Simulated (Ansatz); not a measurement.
# AlH4PSi: composite energy at a relaxed geometry from a Python script

Program: Ansatz 0.2.0, driven from Python. The levels of theory stand in the script. These are calculated values, not measurements.

## Step 1: The system

Bond lengths: Al1–Si2 2.352 Å, Al1–P3 2.269 Å, Si2–P3 2.176 Å, Al1–H4 1.577 Å, Si2–H5 1.483 Å, Si2–H6 1.478 Å, P3–H7 1.473 Å. Angles: Al1–Si2–P3 60.0°, Al1–Si2–H5 115.1°, Al1–Si2–H6 115.2°, P3–Si2–H5 114.2°, P3–Si2–H6 115.3°, H5–Si2–H6 121.7°, Si2–Al1–P3 56.1°, Si2–Al1–H4 148.9°, P3–Al1–H4 154.7°, Al1–P3–Si2 63.9°, Al1–P3–H7 93.4°, Si2–P3–H7 95.0°.

The script reads alh4psi.xyz:

```xyz
7

Al   -1.16520   -0.59990   -0.52140
Si    0.35710    0.89820    0.46400
P     0.60890   -1.24530    0.73800
H    -2.40410   -0.83980   -1.46650
H     1.33130    1.51090   -0.47130
H    -0.15360    1.62890    1.64290
H     1.48690   -1.42090   -0.43140
```

## Step 2: The code

composite_alh4psi.py reads:

```python
# -*- coding: utf-8 -*-
import ansatz as az
import numpy as np

SETTINGS = {
    'basis_set': 'def2-SVP',
    'xc': 'r2scan',
}


def main():
    geometry = az.Crystal.molecule_from_extxyz('alh4psi.xyz')

    calc = geometry.calculation()
    calc = calc.basis(gaussian=SETTINGS['basis_set'])
    calc = calc.functional(SETTINGS['xc'])
    symbols = [site.symbol for site in geometry.cartesian_sites]
    start = np.array([site.position_ang for site in geometry.cartesian_sites], dtype=float)
    summary = calc.relax(force_tolerance=0.01).run(threads=1, pin='off').report
    end = np.array(summary['positions_ang'])
    print('final positions (A) and the move of each atom')
    for symbol, xyz, old in zip(symbols, end, start):
        print(f'{symbol:2s} {xyz[0]:10.5f} {xyz[1]:10.5f} {xyz[2]:10.5f}   {np.linalg.norm(xyz - old):7.4f}')

    minimum = az.Crystal.molecule()
    for symbol, place in zip(symbols, end):
        minimum = minimum.atom(symbol, place.tolist())
    at_minimum = minimum.calculation()
    level = lambda method, basis: at_minimum.basis(gaussian=basis).correlation(method).run(threads=1, pin='off').report
    small, large, cluster = level('mp2', 'cc-pVDZ'), level('mp2', 'cc-pVTZ'), level('ccsd_t', 'cc-pVDZ')
    corr = lambda each: (each['free_energy_ev'] - each['reference_energy_ev']) / 27.211386246
    mp2_limit = (27 * corr(large) - 8 * corr(small)) / 19
    pieces = {'HF / cc-pVTZ': large['reference_energy_ev'] / 27.211386246, 'MP2 correlation, DZ-TZ limit': mp2_limit, 'CCSD(T) - MP2 / cc-pVDZ': corr(cluster) - corr(small)}
    for name, value in pieces.items():
        print(f'{name:32s} {value:14.6f} Ha')
    print(f'{"sum":32s} {sum(pieces.values()):14.6f} Ha')
    print('T1 diagnostic', round(cluster['correlation']['coupled_cluster']['t1_diagnostic'], 4))


if __name__ == '__main__':
    main()
```

## Step 3: What the engine is handed

The package turns the script's settings into the engine's input (first run):

```yaml
crystal:
  periodic: [false, false, false]
  atoms:
    - { symbol: Al, position_ang: [-1.1652, -0.5999, -0.5214] }
    - { symbol: Si, position_ang: [0.3571, 0.8982, 0.464] }
    - { symbol: P, position_ang: [0.6089, -1.2453, 0.738] }
    - { symbol: H, position_ang: [-2.4041, -0.8398, -1.4665] }
    - { symbol: H, position_ang: [1.3313, 1.5109, -0.4713] }
    - { symbol: H, position_ang: [-0.1536, 1.6289, 1.6429] }
    - { symbol: H, position_ang: [1.4869, -1.4209, -0.4314] }
basis:
  gaussian:
    orbitals: def2-SVP
hamiltonian:
  xc: r2scan
relax:
  f_tol: 0.01
```

## Step 4: Launch

Command:

```sh
python composite_alh4psi.py
```

What time and memory should one allow on 1 thread of Arm Neoverse V1, shared host?

About 67 s, with a peak of 0.35 GiB.
